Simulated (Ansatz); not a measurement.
# H₂O₂ (triplet): from Hartree-Fock to the top rungs at distance O1–H3 along a hydrogen transfer = 1.286 Å, cc-pVDZ

Aim: climb from Hartree-Fock through coupled cluster and multireference methods for H₂O₂ (triplet) at one geometry and basis, and see what each rung misses.

Computed with Ansatz 0.2.0, Gaussian basis. Level: cc-pVDZ, core rule «outside noble gas», up to 2 orbitals frozen.

To be run: UHF; CCSD(T) on ROHF; CCSD(T) on UHF; BCCD(T) on ROHF; CISD; CCSDT(Q) on ROHF; CCSDT(Q) on UHF; CASSCF and MRCISD+Q, 4 electrons in 4 orbitals; CASSCF and NEVPT2, 4 electrons in 4 orbitals; CASSCF and MRCISD+Q, 14 electrons in 10 orbitals; CASSCF and NEVPT2, 14 electrons in 10 orbitals.

9 further runs of the same task are left out: 8 that didn't finish, 1 set aside as unsound or not needed.

## 1. The system

The geometry derives from fragments relaxed apart (PBE0/def2-TZVP) and kept rigid, so it is no stationary point. A hydrogen atom is moved between rigid fragments.

4 atoms, charge 0, spin multiplicity 3.

Atoms are counted from 1 here; the program's logs count them from 0.

Bond lengths: O1–H2 0.960 Å, H3–O4 1.235 Å.

## 2. UHF

in.yaml

```yaml
crystal:
  periodic: [false, false, false]
  atoms:
    - {symbol: O, position_ang: [-1.216516, -0.027457, 0.000000]}
    - {symbol: H, position_ang: [-1.465826, 0.899119, 0.000000]}
    - {symbol: H, position_ang: [0.069484, -0.027457, 0.000000]}
    - {symbol: O, position_ang: [1.304484, -0.027457, 0.000000]}
basis:
  gaussian: {orbitals: cc-pVDZ}
magnetization: {spin_polarized: true, initial_magnetization: 2}
hamiltonian: {xc: hf}
output: {orbitals: {seedname: orbitals}}
```

Command:

```console
$ ansatz run in.yaml --threads 1 --pin off --events-out ev --progress --plain --max-ram 2393MiB
```

After this run come: CCSD(T) on ROHF; CCSD(T) on UHF; BCCD(T) on ROHF; CISD; CCSDT(Q) on ROHF; CCSDT(Q) on UHF; CASSCF and MRCISD+Q, 4 electrons in 4 orbitals; CASSCF and NEVPT2, 4 electrons in 4 orbitals; CASSCF and MRCISD+Q, 14 electrons in 10 orbitals; CASSCF and NEVPT2, 14 electrons in 10 orbitals.

Q: Predict the results of all the runs planned. Wanted: UCCSDT(Q) below the RHF energy; RMP2 from UCCSDT(Q); UMP2 from UCCSDT(Q); RCCSD from UCCSDT(Q); RCCSD(T) from UCCSDT(Q); UCCSD(T) from UCCSDT(Q); RCCSDT(Q) from UCCSDT(Q); NEVPT2 pair from UCCSDT(Q); MRCISD+Q pair from UCCSDT(Q).

The runs gave:

```
                         quantity                      value
   UCCSDT(Q) below the RHF energy                -10.2553 eV
              RMP2 from UCCSDT(Q)                 +774.7 meV
              UMP2 from UCCSDT(Q)                +1123.2 meV
             RCCSD from UCCSDT(Q)                 +256.5 meV
          RCCSD(T) from UCCSDT(Q)                  +48.8 meV
          UCCSD(T) from UCCSDT(Q)                  +47.3 meV
         RCCSDT(Q) from UCCSDT(Q)                   +0.7 meV
       NEVPT2 pair from UCCSDT(Q)                 +834.8 meV
     MRCISD+Q pair from UCCSDT(Q)                 +131.5 meV
    NEVPT2 valence from UCCSDT(Q)                +1255.9 meV
levels within 1 kcal/mol (43 meV)  RCCSDT, UCCSDT, RCCSDT(Q)
                    T1 diagnostic                      0.031
   effectively unpaired electrons                       2.03
```

In words: RCCSD(T) misses by +48.8 meV, 0.5 % of the correlation energy. One determinant dominates. Of the multireference levels listed MRCISD+Q valence comes nearest in total energy (+69.1 meV), which doesn't show that its space is the better one. Coupled cluster took another determinant than the lowest Hartree-Fock one. These misses are within one basis, not against nature; the frozen cores of restricted and unrestricted runs differ, which can shift their rows.
